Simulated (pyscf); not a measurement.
One four-centre exchange on the singlet surface with elements of a group swapped. ωB97M-D3(BJ)/def2-TZVP, eV, from the separated reactants. Optimised with ωB97X-D3(BJ)/def2-SVP in PySCF.

```
step                                                                                    barrier  reaction energy  imaginary mode (i cm⁻¹)
--------------------------------------------------------------------------------------  -------  ---------------  -----------------------
`[ClH]` + `[SiH3][O][Ti]([Cl])([Cl])[Cl]` -> `[Cl][Ti]([Cl])([Cl])[Cl]` + `[OH][SiH3]`     0.55            +0.18                      897
`[FH]` + `[F][Ti]([F])([F])[O][SiH3]` → `[F][Ti]([F])([F])[F]` + `[OH][SiH3]`              0.10            -0.18                      703
`[ClH]` + `[SiH3][O][Zr]([Cl])([Cl])[Cl]` -> `[Cl][Zr]([Cl])([Cl])[Cl]` + `[OH][SiH3]`     0.20            +0.09                      553
`[ClH]` + `[SiH3][O][Hf]([Cl])([Cl])[Cl]` → `[Cl][Hf]([Cl])([Cl])[Cl]` + `[OH][SiH3]`       [?]              [?]                      501
```

### Question
Some entries are withheld; supply them.

### Answer

- `[ClH]` + `[SiH3][O][Hf]([Cl])([Cl])[Cl]` → `[Cl][Hf]([Cl])([Cl])[Cl]` + `[OH][SiH3]`, barrier: 0.17
- `[ClH]` + `[SiH3][O][Hf]([Cl])([Cl])[Cl]` → `[Cl][Hf]([Cl])([Cl])[Cl]` + `[OH][SiH3]`, reaction energy: +0.09

Row 1: On the product side the descent ends in an adduct with a O–Ti contact (not fully relaxed), 0.51 eV under the separated species and 0.74 eV under the saddle at ωB97X-D3(BJ)/def2-TZVP. Row 2: On the reactant side the descent ends in an adduct with a F–Ti contact, 0.22 eV under the separated species and 0.26 eV under the saddle at ωB97X-D3(BJ)/def2-TZVP. On the product side the descent ends in an adduct with a O–Ti contact (not fully relaxed), 0.63 eV under the separated species and 0.79 eV under the saddle at ωB97X-D3(BJ)/def2-TZVP. Row 3: On the reactant side the descent ends in an adduct with a Cl–Zr contact, 0.25 eV under the separated species and 0.21 eV under the saddle at ωB97X-D3(BJ)/def2-TZVP. On the product side the descent ends in an adduct with a O–Zr contact, 0.76 eV under the separated species and 0.72 eV under the saddle at ωB97X-D3(BJ)/def2-TZVP. Row 4: On the reactant side the descent ends in an adduct with a Cl–Hf contact, 0.26 eV under the separated species and 0.19 eV under the saddle at ωB97X-D3(BJ)/def2-TZVP. On the product side the descent ends in an adduct with a Hf–O contact, 0.79 eV under the separated species and 0.72 eV under the saddle at ωB97X-D3(BJ)/def2-TZVP. Each row is the saddle that its search found. Elements past Kr carry the def2 core potentials, without spin-orbit coupling.
